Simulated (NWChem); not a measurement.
## C2F2: a line through the functionals

C2F2 has 4 atoms, charge 0, and is taken as a singlet. SMILES: `FC#CF`. Geometry: relaxed at PBE0-D4/def2-TZVP.

The vertical ionisation energy (to the doublet cation) y, in eV, basis cc-pVTZ; a is the functional's share of exact exchange. Programs: NWChem 7.3.0.

| functional | program | a | y (eV) |
| --- | --- | --- | --- |
| PBE | NWChem | 0 | 10.87 |
| revPBE | NWChem | 0 | 10.76 |
| B3LYP | NWChem | 0.2 | ? |
| PBE0 | NWChem | 0.25 | 11.07 |
| BHLYP | NWChem | 0.5 | 11.13 |

Question: Fit y = c + s·a to the known rows and predict B3LYP.

Answer: 
1. Means of the 4 rows: a = 0.1875, y = 10.957.
2. Σ(Δa)² = 0.17188, Σ(Δa·Δy) = 0.11438, so the slope is 0.11438/0.17188 = 0.66546.
3. Intercept: 10.957 − (0.66546) × 0.1875 = 10.832. The largest residual of the fit is 0.072.
4. B3LYP: 10.832 + (0.66546) × 0.2 = 10.97 eV.

The run gave 11.12 eV, so the prediction is off by -0.15 eV, more than the scatter of the fit. The rows mix families of semi-local functionals, which the line can't see.
